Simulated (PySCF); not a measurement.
Isomers of C3H6FN, mass 75.048 u with the commonest isotopes. Computed with PBE0-D3(BJ)/def2-SVP geometry optimisation, gas phase (PySCF 2.14.0). One conformer each, none proved a minimum here; rigid rotors.

Task: Order these by out-of-plane moment Σ m c² = (Ia + Ib − Ic)/2, largest first.
A. `[H]/[N:1]=[CH:2]\[CH2:3][CH2:4][F:5]` with N1–C2–C3–C4 -125°, C2–C3–C4–F5 -175°
B. `[F:1][CH:2]1[CH2:3][NH:4][CH2:5]1` with F1–C2–C3–N4 102°, C2–C3–N4–C5 12°, C3–N4–C5–C2 -12°, F1–C2–C5–N4 -102°
C. `[F:1][CH2:2][C@H:3]1[CH2:4][NH:5]1` with F1–C2–C3–C4 87°
D. `[NH2:1][CH2:2]/[CH:3]=[CH:4]/[F:5]` with H–N1–C2–C3 -71° and 172°, N1–C2–C3–C4 -12°
E. `[CH3:1]/[N:2]=[CH:3]/[CH2:4][F:5]` with N2–C3–C4–F5 -143°

Result: B (13.83 u·Å²), C (9.96 u·Å²), A (8.66 u·Å²), E (5.47 u·Å²), D (2.71 u·Å²).

Task: Order these by rotational constant B, smallest first.
A. `[NH2:1][CH2:2]/[CH:3]=[CH:4]/[F:5]` with H–N1–C2–C3 -71° and 172°, N1–C2–C3–C4 -12°
B. `[H]/[N:1]=[CH:2]\[CH2:3][CH2:4][F:5]` with N1–C2–C3–C4 -125°, C2–C3–C4–F5 -175°
C. `[F:1][CH2:2][C@H:3]1[CH2:4][NH:5]1` with F1–C2–C3–C4 87°
D. `[CH2:1]=[C:2]([F:3])[CH2:4][NH2:5]` with C1–C2–C4–N5 -123°, C2–C4–N5–H 58° and -58°
E. `[F:1][CH:2]1[CH2:3][NH:4][CH2:5]1` with F1–C2–C3–N4 102°, C2–C3–N4–C5 12°, C3–N4–C5–C2 -12°, F1–C2–C5–N4 -102°
F. `[CH3:1]/[N:2]=[CH:3]/[CH2:4][F:5]` with N2–C3–C4–F5 -143°

Result: B (2131 MHz), F (2184 MHz), A (2564 MHz), C (3181 MHz), D (3958 MHz), E (4743 MHz).

Task: Order these by rotational constant A, smallest first.
A. `[H]/[N:1]=[CH:2]\[CH2:3][CH2:4][F:5]` with N1–C2–C3–C4 -125°, C2–C3–C4–F5 -175°
B. `[NH2:1][CH2:2]/[CH:3]=[CH:4]/[F:5]` with H–N1–C2–C3 -71° and 172°, N1–C2–C3–C4 -12°
C. `[CH3:1]/[N:2]=[CH:3]/[CH2:4][F:5]` with N2–C3–C4–F5 -143°
D. `[CH2:1]=[C:2]([F:3])[CH2:4][NH2:5]` with C1–C2–C4–N5 -123°, C2–C4–N5–H 58° and -58°
E. `[F:1][CH:2]1[CH2:3][NH:4][CH2:5]1` with F1–C2–C3–N4 102°, C2–C3–N4–C5 12°, C3–N4–C5–C2 -12°, F1–C2–C5–N4 -102°
F. `[F:1][CH2:2][C@H:3]1[CH2:4][NH:5]1` with F1–C2–C3–C4 87°

Result: D (8524 MHz), E (9734 MHz), F (13935 MHz), B (15317 MHz), A (22575 MHz), C (23892 MHz).

```csv
SMILES,point group,Ia (u·Å²),Ib (u·Å²),Ic (u·Å²),κ,μa (D),μb (D),μc (D)
NC/C=C/F,–,32.99,197.13,224.69,-0.95,2.52,0.27,0.73
FC1CNC1,Cs,51.92,106.55,130.81,-0.70,1.59,0.00,2.09
FC[C@H]1CN1,C1,36.27,158.89,175.23,-0.95,1.53,0.10,1.13
C/N=C/CF,C1,21.15,231.35,241.56,-0.99,1.25,0.12,0.98
[H]/N=C\CCF,C1,22.39,237.17,242.23,-1.00,0.63,0.13,0.08
C=C(F)CN,C1,59.29,127.69,166.81,-0.66,0.39,0.65,0.42
```
